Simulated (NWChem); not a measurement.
# Correlation energy of Cl (+1)

```xyz
1

Cl     0.0000     0.0000     0.0000
```
Charge +1, spin multiplicity 3.

All runs are NWChem calculations.

Basis set: cc-pVTZ. Each correlation energy counts from its own Hartree-Fock reference.

The correlated methods keep 5 core orbitals frozen. The stability of the SCF solutions was not checked. Open-shell Hartree-Fock references start from PBE0 orbitals. Coupled-cluster values serve here as a point of comparison, not as the truth.

Problem. For the correlation energy, URI-MP2 gives -123.6 mHa and UMP2 gives -123.6 mHa. What do CCSD on UHF, CCSD[T] on UHF give?

Solution. CCSD on UHF: -147.8 mHa; CCSD[T] on UHF: -152.1 mHa.
